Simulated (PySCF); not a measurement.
**Where the electron goes**

Species: C₃H₂F₂.
Cartesian coordinates in Å at the PBE0-D3(BJ)/def2-SVP level; atoms count from 1:
```xyz
7
C3H2F2 angstrom
C      1.695   -0.085   -0.375
C      0.517   -0.031   -0.115
C     -0.906    0.090    0.217
F     -1.661   -0.032   -0.893
F     -1.274   -0.875    1.083
H      2.743   -0.144   -0.611
H     -1.124    1.070    0.678
```

Computed, not measured: TDDFT CAM-B3LYP/def2-SVPD, vertical, gas phase, core orbitals frozen in the response (PySCF 2.14.0, density-fitted response routines).

Kohn–Sham orbitals with the atoms that hold most of them (Löwdin shares over 4%, at most four atoms; ? is withheld):

```
orbital  ε (eV)                           atoms
 LUMO+2    1.52   C1 50%, H6 18%, C2 18%, C3 6%
 LUMO+1    0.91   C1 34%, C2 30%, C3 10%, H6 9%
   LUMO    0.85  C1 25%, C2 24%, C3 22%, H7 11%
   HOMO  -10.32                               ?
 HOMO-1  -10.39                               ?
 HOMO-2  -12.25  F5 29%, F4 29%, C3 18%, H7 12%
 HOMO-3  -13.59                  F5 48%, F4 48%
```

Q: Give the leading atoms of the HOMO-1.

A: C2 (bonded to 2 C) 44%; C1 (bonded to C and H) 42%.

Q: Give the leading atoms of the HOMO.

A: C1 (bonded to C and H) 42%; C2 (bonded to 2 C) 42%; C3 (bonded to C, 2 F and H) 6%.

Q: The HOMO–LUMO gap is 11.17 eV. Where does the response calculation put the lowest singlet, and from which orbitals?

A: S1 is at 6.33 eV (f = 0.0001), 4.84 eV below the gap, made of HOMO→LUMO+1 (79%), HOMO-1→LUMO (13%). Its leading pair isn't HOMO and LUMO; the energies of that pair differ by 11.23 eV. Without the coupling terms of the response equations the lowest excitation would equal the gap.

Q: Give energy, strength and leading configuration of S1 and S7, and follow the Löwdin shares of the leading atoms from the occupied to the empty orbital.

A: 
- S1 (6.33 eV, f 0.0001), HOMO→LUMO+1 (79%): C1 42% → 34%, C2 42% → 30%
- S7 (9.29 eV, f 0.0000), HOMO-2→LUMO+1 (88%): F5 29% → at most 10%, F4 29% → at most 10%, C1 at most 12% → 34%, C2 at most 12% → 30%

Löwdin shares depend on the basis, the more so with diffuse functions.
